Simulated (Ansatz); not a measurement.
**AsH⁺, quartet: reading a ladder of total energies**

Geometry: a point of a stretch scan, not a stationary point.

```yaml
atoms:
  - { symbol: As, position_ang: [0.0000, 0.0000, 0.0000] }
  - { symbol: H, position_ang: [0.0000, 0.0000, 2.6440] }
```

Basis cc-pVTZ; Ansatz 0.2.0. Only valence electrons are correlated (noble-gas cores and the filled d shells of p-block atoms frozen), which leaves 5 electrons in 43 orbitals. Prefix R: restricted or restricted open-shell reference. No spin–orbit coupling is included, and no scalar relativity.

Full CI is exact within this basis and frozen core; it isn't the basis-set limit.

Runs differ by some tens of microhartree through their thresholds and, for an open shell, their frozen cores, so steps under 0.03 kcal/mol mean nothing.

```tsv
level	total energy (hartree)
RHF	-2234.395991
RMP2	-2234.456795
RCCSD	-2234.472718
RCCSD(T)	-2234.474751
RCCSDT	-2234.475261
RCCSDT(Q)	-2234.475306
full CI	-2234.475303
```

Q: What is the correlation energy at full CI, and what share of it do RMP2 and RCCSD(T) recover?

A: E(corr) = -2234.475303 − (-2234.395991) = -0.079312 hartree = -2.158 eV. RMP2: -0.060804 / -0.079312 = 76.66 %. RCCSD(T): -0.078760 / -0.079312 = 99.30 %.

Q: By how many kcal/mol does RCCSD(T) miss full CI (1 hartree = 627.509 kcal/mol), and which steps make up the rest?

A: -2234.474751 − (-2234.475303) = 0.000552 hartree = 0.35 kcal/mol. Steps: RCCSDT − RCCSD(T) = -0.32, RCCSDT(Q) − RCCSDT = -0.03, full CI − RCCSDT(Q) = 0.00 kcal/mol. That is within 1 kcal/mol of the reference in this basis, which itself misses far more of the correlation at the basis-set limit.
